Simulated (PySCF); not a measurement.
Compound: C₅H₈P (charge +1).
Geometry (GFN2-xTB, Å), atoms numbered from 1 in this order:
```xyz
14
C5H8P angstrom
C     -0.5345    1.2917   -0.4533
C      0.7967    1.2717   -0.3426
P      1.6394   -0.1971    0.1889
C      0.3789   -1.4130    0.4759
C     -0.9096   -1.1181    0.2828
C     -1.4756    0.1775   -0.1726
H     -1.0112    2.2070   -0.7819
H      1.3981    2.1415   -0.5713
H      2.3975    0.0297    1.3210
H      2.5581   -0.6261   -0.7489
H      0.6931   -2.3928    0.8102
H     -1.6485   -1.8874    0.4698
H     -2.2059    0.5190    0.5722
H     -2.0773   -0.0041   -1.0724
```

The calculation used PySCF, TDDFT PBE0/def2-SVPD, vertical, gas phase, core orbitals frozen in the response.

Ground-to-excited transition dipoles (e·a0, same axes as the geometry; the sign carries no meaning), for the states with f of 0.002 or more among the lowest 8:

```tsv
state	E (eV)	μx	μy	μz
S1	6.007	0.036	0.226	-0.069
S2	6.262	-0.568	0.069	-0.066
S3	6.817	-0.047	-0.304	0.093
S8	7.542	1.791	-0.215	0.209
```

Work out the oscillator strengths.

f = (2/3) ΔE |μ|² with ΔE in hartree (27.2114 eV).

```json
{"state": "S1", "|μ|² (au)": "0.057", "|μ| (D)": "0.61", "f": "0.008"}
{"state": "S2", "|μ|² (au)": "0.332", "|μ| (D)": "1.46", "f": "0.051"}
{"state": "S3", "|μ|² (au)": "0.103", "|μ| (D)": "0.82", "f": "0.017"}
{"state": "S8", "|μ|² (au)": "3.299", "|μ| (D)": "4.62", "f": "0.610"}
```

Label these states by symmetry in C2v.

The ground state is totally symmetric, so the direction of μ fixes the label. Polarised along the twofold axis, so A1: S2 and S8. Polarised across the twofold axis, so B1 or B2: S1 and S3. Which of B1 and B2 hangs on the choice of axes; all of these are parallel and share one label.

Which bond between heavy atoms lies closest to the direction of the S8 transition dipole?

C1–C2 and C4–C5, at 6° from it; next P3–C4 and C2–P3 at 53°.

What angle do the transition dipoles of S2 and S8 make?

|cos θ| = |μa·μb| / (|μa| |μb|) = 1.00, so θ ≈ 0° (taken between 0 and 90°, since the signs are arbitrary).

What peak molar absorption coefficient would the strongest computed level give as a lone Gaussian band 0.3 eV wide at half height?

ε(max) = 2.175×10⁸ f / FWHM, with the width in cm⁻¹. S8: 2.175×10⁸ × 0.6096 / 2420 ≈ 55000 L mol⁻¹ cm⁻¹.

The run took about 40 s of CPU time (one thread, shared machine).
